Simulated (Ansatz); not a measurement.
# FHOSi (SMILES O=[SiH]F): functionals against CCSD(T) at one geometry

An exercise on one series of results from a longer session: the logs are not shown, and one member is left open.

Program: Ansatz 0.2.0, Gaussian basis. Level of theory: single points in def2-TZVPP. These are calculated values, not measurements.

Cores are frozen in the correlated methods.

**Where the work starts**

SMILES `O=[SiH]F`, 4 atoms, charge 0, spin multiplicity 1.

Atoms are counted from 1 here; the program's logs count them from 0.

Bond lengths: O1–Si2 1.575 Å, Si2–F3 1.515 Å, Si2–H4 1.444 Å. Angles: O1–Si2–F3 123.9°, O1–Si2–H4 130.3°, F3–Si2–H4 105.7°.

As a file:

```xyz
4
FHOSi
O     0.6503   -0.8949    1.2046
Si    0.0614    0.0218    0.0674
F    -1.2211   -0.2775   -0.6808
H     0.5727    1.2437   -0.5064
```

Set-up of the first run:

File run/in.yaml:

```yaml
crystal:
  periodic: [false, false, false]
  atoms:
    - {symbol: O, position_ang: [0.650300, -0.894900, 1.204600]}
    - {symbol: Si, position_ang: [0.061400, 0.021800, 0.067400]}
    - {symbol: F, position_ang: [-1.221100, -0.277500, -0.680800]}
    - {symbol: H, position_ang: [0.572700, 1.243700, -0.506400]}
basis:
  gaussian: {orbitals: def2-TZVPP}
correlation: {method: ccsd_t}
output: {forces: true}
```

No record of the launch command was kept for these runs.

Among the steps run: CCSD(T)/def2-TZVPP; PBE0-D4/def2-TZVPP; wB97M-V/def2-TZVPP; r2SCAN-D4/def2-TZVPP; PBE-D4/def2-TZVPP; revPBE-D4/def2-TZVPP; CAM-B3LYP-D4/def2-TZVPP.

One table of the session follows, with a row left open; its other results are not shown here.

```
      method  RMS force component (eV/Å)  angle to CCSD(T) forces (°)  dipole (D)
     CCSD(T)                       1.887                    reference        3.55
     PBE0-D4                           ?                            ?           ?
     wB97M-V                       2.071                          3.2        3.74
   r2SCAN-D4                       1.956                          1.9        3.54
      PBE-D4                       1.938                          8.4        3.39
   revPBE-D4                       1.957                         11.0        3.36
CAM-B3LYP-D4                       2.098                          5.9        3.79
```

Q: Estimate the row for PBE0-D4 from the others.

The run gave: RMS force component (eV/Å): 2.039; angle to CCSD(T) forces (°): 4.5; dipole (D): 3.67. In the column «RMS force component (eV/Å)» it lies between revPBE-D4 (1.957) and wB97M-V (2.071).
